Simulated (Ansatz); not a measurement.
This geometry of AlH₄N (6 atoms, charge 0, multiplicity 1) is a first-order saddle point.

These are results of Ansatz, RKS PBE-D4/def2-SVP, not measurements.

```xyz
6
Properties=species:S:1:pos:R:3
Al 0.383 0.527 -0.255
N 1.033 -0.016 1.492
H 0.650 -0.622 2.245
H 1.863 0.471 1.857
H 1.768 -0.370 0.279
H -1.162 0.010 -0.312
```

(1) Which two structures does it join? (They come from a converged band through this point; their orientation in space is the band's.)

(2) How far does it lie above each of them?

## Answers

(1) Bonds broken: Al1–H5. Bonds formed: N2–H5.

First end point:

```xyz
6
Properties=species:S:1:pos:R:3
Al 0.566 0.031 0.063
N 0.967 -0.035 1.801
H 0.288 -0.136 2.560
H 1.911 0.020 2.190
H 1.778 0.195 -0.964
H -0.975 -0.075 -0.343
```

Last end point:

```xyz
6
Properties=species:S:1:pos:R:3
Al -0.011 -0.037 -0.698
N 1.291 -0.079 1.140
H 0.925 -0.767 1.816
H 1.253 0.832 1.623
H 2.283 -0.302 0.983
H -1.206 0.354 0.442
```

(2) 61.6 kcal/mol above the first and 30.7 kcal/mol above the second. This is the barrier of this one path; another mechanism may lie lower. The orbitals stay closed-shell, which can raise the energy where a bond breaks towards radicals; this wasn't checked here.

The run took 2.2 min on 1 thread of Arm Neoverse V1, with other jobs on the host, peak memory 0.1 GiB.
